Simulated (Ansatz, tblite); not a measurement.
# The cluster Cs₂Cl₂+: rung by rung

Aim: run the doublet of the cluster Cs₂Cl₂+ at one geometry on many levels, and compare frontier levels, spin and run time.

Program: Ansatz 0.2.0, Gaussian basis. Level of theory: as each input shows. These are calculated values, not measurements.

Levels to be run: GFN1-xTB, GFN2-xTB, PBE-D4/def2-TZVP, r2SCAN-D4/def2-TZVP, LDA/def2-TZVP, HF/def2-TZVP, B3LYP-D4/def2-TZVP, r2SCANh-D4/def2-TZVP, revPBE-D4/def2-TZVP, PBE-D4/def2-SVP, PBE0-D4/def2-SVP, CCSD(T)/def2-TZVPP, MP2/def2-TZVP, RPA/def2-TZVP.

1 further run of the same task is left out (set aside as unsound or not needed).

## (1) The structure

The doublet was relaxed beforehand with r2SCAN-D4/def2-TZVP. At that level it is the lowest of the isomers that a small search found.

4 atoms, charge 1, spin multiplicity 2.

Bond lengths: Cs1–Cl3 3.338 Å, Cs1–Cl4 3.338 Å, Cs2–Cl3 3.338 Å, Cs2–Cl4 3.338 Å. Angles: Cl3–Cs1–Cl4 46.8°, Cl3–Cs2–Cl4 46.8°, Cs1–Cl3–Cs2 133.2°, Cs1–Cl4–Cs2 133.2°.

Cs takes a core potential in the def2 sets. No spin-orbit coupling is included. The ion is computed in the gas phase, without counter-ions or solvent.

PBE0-D4/def2-TZVP was run before; its log isn't repeated, and its numbers join the tables.

## (2) GFN1-xTB

Tight binding, by tblite at 300 K electronic temperature and without a spin-polarisation term:

```python
tblite.interface.Calculator('GFN1-xTB', numbers, positions, charge=1, uhf=1).singlepoint()
```

Energy -238.7046 eV; 0.003 s.

## (3) GFN2-xTB

Tight binding, by tblite at 300 K electronic temperature and without a spin-polarisation term:

```python
tblite.interface.Calculator('GFN2-xTB', numbers, positions, charge=1, uhf=1).singlepoint()
```

Energy -250.7259 eV; 0.005 s.

## (4) PBE-D4/def2-TZVP

start.molden holds the orbitals of an earlier run on this state, given as this run's starting guess.

File in.yaml:

```yaml
crystal:
  periodic: [false, false, false]
  atoms:
    - {symbol: Cs, position_ang: [2.658263, -1.034704, 1.117144]}
    - {symbol: Cs, position_ang: [-2.655118, 1.035311, -1.124042]}
    - {symbol: Cl, position_ang: [-0.362598, -1.241836, -0.287353]}
    - {symbol: Cl, position_ang: [0.359454, 1.241229, 0.294241]}
basis:
  gaussian: {orbitals: def2-TZVP, initial_orbitals: start.molden}
total_charge: 1
magnetization: {spin_polarized: true, initial_magnetization: 1}
hamiltonian: {xc: pbe, dispersion: d4}
scf: {omitted_lower_state_checks: [starts]}
output: {orbitals: {seedname: orbitals}}
```

The run is started by

```console
$ ansatz run in.yaml --threads 4 --pin off --events-out ev --progress --plain --max-ram 3916MiB
```

After this run come: r2SCAN-D4/def2-TZVP; LDA/def2-TZVP; HF/def2-TZVP; B3LYP-D4/def2-TZVP; r2SCANh-D4/def2-TZVP; revPBE-D4/def2-TZVP; PBE-D4/def2-SVP; PBE0-D4/def2-SVP; CCSD(T)/def2-TZVPP; MP2/def2-TZVP; RPA/def2-TZVP.

Q: Predict the results of all the runs planned. Wanted: gap in def2-TZVP, named functionals and Hartree-Fock, smallest and largest; correlation energy, CCSD(T)/def2-TZVPP; correlation energy, MP2/def2-TZVP; ⟨S²⟩ in def2-TZVP, named functionals and Hartree-Fock, smallest and largest; PBE0 total energy, smallest basis above largest.

**Answer**, as computed:

| quantity | value |
| --- | --- |
| gap in def2-TZVP, named functionals and Hartree-Fock, smallest and largest | 0.81 eV (LDA), 10.16 eV (HF) |
| correlation energy, CCSD(T)/def2-TZVPP | -20.12 eV |
| correlation energy, MP2/def2-TZVP | -15.67 eV |
| ⟨S²⟩ in def2-TZVP, named functionals and Hartree-Fock, smallest and largest | 0.751, 0.773 |
| PBE0 total energy, smallest basis above largest | 8.36 eV (def2-SVP, def2-TZVP) |

Orbital gaps of the named functionals and Hartree-Fock in def2-TZVP span 0.81 eV (LDA) to 10.16 eV (HF); exact exchange widens it. Over the named functionals and Hartree-Fock in def2-TZVP spin contamination reaches 0.02 (HF), which is small.
